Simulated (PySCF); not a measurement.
## Solvent effects on NMR parameters

Geometry (Å), atoms numbered from 1 in this order:
```xyz
5

N    -0.0074    0.0040   -0.0053
O    -0.9670    0.5322   -0.7206
H     0.9681    0.2465   -0.3080
H    -0.0059    0.2627    1.0121
H     0.0123   -1.0453    0.0218
```

GIAO PBE0/pcSseg-1 in PySCF 2.14.0 with density-fitted response routines on one PBE0-D3(BJ)/def2-SVP conformer, non-relativistic, equivalent nuclei averaged. Solvents enter as an IEF-PCM continuum (cyclohexane with ε = 2.0, methanol with ε = 32.6) around the gas-phase geometry.

Gas phase, σ in ppm: N1 132.7, O2 192.9, H3/H4/H5 24.23. Dipole moment 5.22 D.

Question: How does each σ change in the continuum?

Answer: 
```csv
atoms,environment,"Δσ, cyclohexane","Δσ, methanol"
N1,ammonium nitrogen,+4.6,+10.7
O2,oxygen bonded to N,+29.2,+63.6
H3/H4/H5,hydrogen on an ammonium nitrogen,+0.07,+0.06
```

Changes are relative to the gas phase. The dipole moment becomes 5.76 D in cyclohexane, 6.50 D in methanol.

Question: Which nuclei move most (in ppm), and what does the model miss?

Answer: O2 (oxygen bonded to N, +63.6 ppm) in methanol. A continuum only polarises the solute; specific hydrogen bonds, the anisotropy of aromatic solvents and changes of geometry or conformer are outside it.
